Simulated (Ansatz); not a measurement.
formic acid (CH₂O₂), SMILES C(O)=O.

Geometry optimised at PBE0-D3(BJ)/def2-TZVP. Other conformers were not sampled.

Two levels are set side by side: PBE/def2-TZVPD (Ansatz, a first-principles code) and CAM-B3LYP/def2-TZVPD (Ansatz). Energy differences of separate SCF runs at the same geometry; the states with an electron removed or added have multiplicity 2 and 2. Differences are taken from unrounded values.

```
quantity                           CAM-B3LYP    PBE  PBE minus CAM-B3LYP
---------------------------------  ---------  -----  -------------------
vertical ionisation energy (eV)        11.52  11.31                -0.21
vertical singlet–triplet gap (eV)       5.30   5.36                 0.06
```

On these quantities the two levels nearly agree.
